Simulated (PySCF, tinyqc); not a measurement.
Worked calculation: RHF in the sto-3g basis, for LiH, spin multiplicity 1. The lowest restricted solution is unstable here: a spin-polarised one lies 0.0366 hartree lower (PySCF). One step of it, computed by the program tinyqc.

Problem. Iteration 2: DIIS coefficients. Solve [B -1; -1 0][c; lambda] = [0; -1] for the coefficients, which sum to one.

B (overlaps of the stored error matrices):
```
[[1.6155514e-02, 1.0370322e-02],
 [1.0370322e-02, 3.2825920e-02]]
```

Give: DIIS coefficients.

Solution.

DIIS coefficients: [0.7951, 0.2049]
